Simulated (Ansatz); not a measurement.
Zone-centre TO phonon frequency (cm⁻¹) along a series of related solids, from PBE (Ansatz, an electronic-structure program, plane waves, PAW).

```csv
solid,PBE,measured
zinc-blende BP,800,794‡
zinc-blende AlP,427,–
zinc-blende GaP,345,366‡
zinc-blende InP,284,307‡
```

PBE less measured, from the printed values: zinc-blende BP‡ +0.8 %, zinc-blende GaP‡ -5.7 %, zinc-blende InP‡ -7.5 %.

A member of the series is missing where a level wasn't run or failed, where a doubt is noted on the run or the magnetic state, for phases of high temperature or layered ones, and where values are held back for tests.

Spin–orbit coupling is left out, also for the solids with elements from indium on (zinc-blende InP); its size isn't shown.

A dash: no measured value is used.

Each level is taken at its own relaxed cell. Ansatz's density-functional and Hartree–Fock values are scalar-relativistic unless marked +SOC, with PAW data made under PBE.

Measured values are for low temperature or corrected to a static lattice; ‡ marks uncorrected values at room or unstated temperature. References as tabulated in Solozhenko et al. (2014), arXiv:1505.05714; Han and Bester (2011), arXiv:1107.0196; Ioffe Institute, NSM Archive: InP, mechanic properties page.
